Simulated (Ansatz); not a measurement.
# AlH₃S₂: one species, many methods

An exercise on one series of results from a longer session: the logs are not shown, and one member is left open.

Method: functionals in def2-TZVPP, the program's frozen cores in correlated methods; program: Ansatz 0.2.0, Gaussian basis.

The runs, in order: LDA (SPW92), PBE-D4, revPBE-D4, BLYP-D4, r2SCAN-D4, B97M-V, PBE0-D4, B3LYP-D4, r2SCANh-D4, r2SCAN0-D4, HSE06-D4, BHLYP-D4, CAM-B3LYP-D4, LC-ωPBE, ωB97X-V, ωB97M-V, B2PLYP, PBE-QIDH; CCSD(T)/def2-SVP; CCSD(T)/def2-TZVPP; CCSD(T)/def2-QZVPP; extrapolation to the limit; RPA on PBE.

## Structure used throughout

An earlier PBE0-D4 in a triple-zeta def2 set relaxation fixed the geometry.

SMILES `[SH][AlH][SH]`, 6 atoms, charge 0, spin multiplicity 1.

Atoms are counted from 1 here; the program's logs count them from 0.

Bond lengths: S1–Al2 2.178 Å, S1–H4 1.344 Å, Al2–S3 2.178 Å, Al2–H5 1.576 Å, S3–H6 1.344 Å. Angles: Al2–S1–H4 92.3°, S1–Al2–S3 116.1°, S1–Al2–H5 122.0°, S3–Al2–H5 122.0°, Al2–S3–H6 92.3°.

Coordinates:

```xyz
6
charge 0, multiplicity 1
S    -1.48395   -1.27146   -0.80604
Al    0.03357    0.10648   -0.06992
S     1.09844   -0.51173    1.72656
H    -1.79467   -0.46463   -1.83565
H     0.34306    1.47119   -0.79482
H     1.84555    0.60604    1.73368
```

Set-up of the first run:

in.yaml reads:

```yaml
crystal:
  periodic: [false, false, false]
  atoms:
    - {symbol: S, position_ang: [-1.483953, -1.271459, -0.806040]}
    - {symbol: Al, position_ang: [0.033570, 0.106482, -0.069918]}
    - {symbol: S, position_ang: [1.098445, -0.511731, 1.726555]}
    - {symbol: H, position_ang: [-1.794670, -0.464626, -1.835654]}
    - {symbol: H, position_ang: [0.343061, 1.471194, -0.794820]}
    - {symbol: H, position_ang: [1.845547, 0.606041, 1.733676]}
basis:
  gaussian: {orbitals: def2-TZVPP}
hamiltonian: {xc: lda}
output: {orbitals: {seedname: orbitals}}
```

The run is started by

```
$ ansatz run in.yaml --threads 2 --pin off --events-out ev --progress --plain --max-ram 32768MiB --backend cpu
```

Steps of the session up to this table: LDA; PBE-D4 (GGA); revPBE-D4 (GGA); BLYP-D4 (GGA); r2SCAN-D4 (meta-GGA); B97M-V (meta-GGA); B3LYP-D4 (hybrid); r2SCANh-D4 (hybrid); r2SCAN0-D4 (hybrid); HSE06-D4 (hybrid); BHLYP-D4 (hybrid); CAM-B3LYP-D4 (range-separated); LC-ωPBE (range-separated); ωB97X-V (range-separated); ωB97M-V (range-separated); B2PLYP (double hybrid); PBE-QIDH (double hybrid).

One table of the session follows, with a row left open; its other results are not shown here.

It belongs to the step «Frontier levels by functional». 

```
  functional  HOMO (eV)  gap (eV)
 LDA (SPW92)      -6.57      4.57
      PBE-D4      -6.45      4.67
   revPBE-D4      -6.41      4.73
     BLYP-D4      -6.26      4.63
   r2SCAN-D4      -6.74      5.25
      B97M-V      -6.80      5.22
     PBE0-D4          ?         ?
    B3LYP-D4      -7.37      6.15
  r2SCANh-D4      -7.18      5.94
  r2SCAN0-D4      -7.83      6.96
    HSE06-D4      -7.24      5.83
    BHLYP-D4      -8.65      8.40
CAM-B3LYP-D4      -8.91      8.82
     LC-ωPBE     -10.35     11.27
     ωB97X-V      -9.96     10.81
     ωB97M-V      -9.78     10.40
```

Estimate the missing values for PBE0-D4.

**Answer.** HOMO (eV): -7.64; gap (eV): 6.59. In the column «HOMO (eV)» it lies between r2SCAN0-D4 (-7.83) and B3LYP-D4 (-7.37).
